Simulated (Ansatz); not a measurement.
Results of HSE06 in Ansatz (plane waves, PAW) for hcp Ti.

Settings: plane-wave cutoff 500 eV, 12×12×6 k mesh (along the axes of the cell as run), Fermi–Dirac smearing 0.1 eV, no spin polarisation, scalar-relativistic PAW data made under PBE.

Computed at the level's own relaxed cell.

Problem. Estimate the volume per atom, lattice parameter a and lattice parameter c that the calculation returns.

Solution. 
* **volume per atom**: 17.20 Å³/atom
* **lattice parameter a**: 2.927 Å
* **lattice parameter c**: 4.636 Å

Measured, for comparison: lattice constant a 2.950 Å, lattice parameter c 4.683 Å (293 K, not corrected to a static lattice; as tabulated in Wikipedia's data pages). Computed (rounded) less measured: lattice constant a -0.8 %, lattice parameter c -1.0 %. A static lattice is as a rule a little smaller and stiffer than an uncorrected measurement, which narrows the difference in the lattice constant a, lattice parameter c and would widen misses of the other sign.

Note: exact exchange on metals is sensitive to the k mesh and can open a false gap; the run warned that the count of filled bands differs between k points.

Computing time: very roughly 12 core-minutes.

Ansatz is an electronic-structure program.
